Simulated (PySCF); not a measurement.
## How well do the runs reproduce experiment for fluoromethane?

**Measured values to compare with.**

NIST CCCBDB Release 22 (SRD 101), experimental dipoles lists, for the gas: dipole moment (microwave Stark effect, vibrational ground state) 1.847 D.

NIST CCCBDB Release 22 (SRD 101), experimental polarizabilities lists, for the gas: mean polarisability 2.54 Å³.

The runs below try to reproduce these values; the comparison stands at the end.

Species: fluoromethane, CH₃F.
Numbering: `[CH3:1][F:2]` (hydrogens: H3, H4, H5 on C1)

Geometry (GFN2-xTB, Å), atoms numbered from 1 in this order:
```
atom  x, y, z in Å
C1    -0.0674    0.0066    0.0052
F2     1.2815   -0.1098   -0.1629
H3    -0.2994   -0.2215    1.0462
H4    -0.3518    1.0303   -0.2406
H5    -0.5543   -0.7028   -0.6651
```

Runs made with PySCF (gas phase, on this GFN2-xTB geometry; no spin–orbit coupling):

```tsv
level	job	basis functions	wall time
PBE0/def2-SVPD	8 singlets by full TDDFT, 3 Tamm–Dancoff triplets, polarisability	67	3.0 s
```

Hardware: Arm Neoverse N1, one thread, shared host.

**Comparison with experiment**

**Dipole moment.** Measured: 1.847 D (NIST CCCBDB Release 22 (SRD 101), experimental dipoles).

| level | computed (D) | computed − measured (D) | % (from the printed values) |
| --- | --- | --- | --- |
| PBE0/def2-SVPD | 1.778 | -0.069 | -4 |

The computed dipoles belong to one fixed geometry; measured ones are averaged over vibrations unless marked μe. Magnitudes are compared, not signs.

**Mean polarisability.** Measured: 2.54 Å³ (NIST CCCBDB Release 22 (SRD 101), experimental polarizabilities).

```
         level  computed (Å³)  computed − measured (Å³)  % (from the printed values)
PBE0/def2-SVPD           2.45                     -0.09                           -4
```

The computed values are static and purely electronic, with core orbitals frozen in the response (1 au = 0.148185 Å³). The table of measured values doesn't say here whether a value is static or optical, or holds a vibrational part.

The geometry is computed, not the measured one. Where a level misses, the cause wasn't examined.
